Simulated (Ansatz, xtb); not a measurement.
# Relaxing a trial structure of CH4B

The starting geometry of this gas-phase doublet has its atoms placed at random.

```xyz
6

C     0.2543    1.3529    1.2817
B    -0.6148    0.1334   -0.4252
H    -1.2643   -0.3627    0.5563
H     0.0624    0.2244    1.1364
H     0.0048    0.8860   -1.0207
H    -0.5845    0.4232   -1.8297
```

Q: One run relaxed it with r2SCAN-D4/def2-SVP. What is a likely outcome?

A: It ends as `B[CH2]`. Distances that change by over a tenth: B2–H6 (1.43 → 1.21 Å). Contacts that open: B2–H5 (1.14 → 2.32 Å). Contacts that close: C1–B2 (2.27 → 1.53 Å), C1–H5 (2.36 → 1.10 Å).

The energy falls by 8.54 eV over 14 steps:

```json
{"step": "1", "E − E(last) (eV)": "8.536"}
{"step": "2", "E − E(last) (eV)": "6.559"}
{"step": "4", "E − E(last) (eV)": "4.021"}
{"step": "5", "E − E(last) (eV)": "3.163"}
{"step": "7", "E − E(last) (eV)": "1.453"}
{"step": "8", "E − E(last) (eV)": "0.875"}
{"step": "10", "E − E(last) (eV)": "0.162"}
{"step": "11", "E − E(last) (eV)": "0.015"}
{"step": "13", "E − E(last) (eV)": "0.000"}
{"step": "14", "E − E(last) (eV)": "0.000"}
```

Final geometry (Å):

```xyz
6

C     0.2428    0.7460    0.3236
B    -0.9500    0.1424   -0.4208
H    -1.7009   -0.6199    0.1438
H     0.3347    0.7345    1.4174
H     1.0854    1.2313   -0.1853
H    -1.1540    0.4229   -1.5799
```

From the same start GFN2-xTB reaches the same bonding as this run.

From so rough a start the end depends on the optimiser's path, so another program may land elsewhere. No frequencies were run, so the end isn't proven a minimum. Open shells are spin-unrestricted. Run with Ansatz 0.2.0, 61 s on 1 thread of Arm Neoverse N1 (shared host).
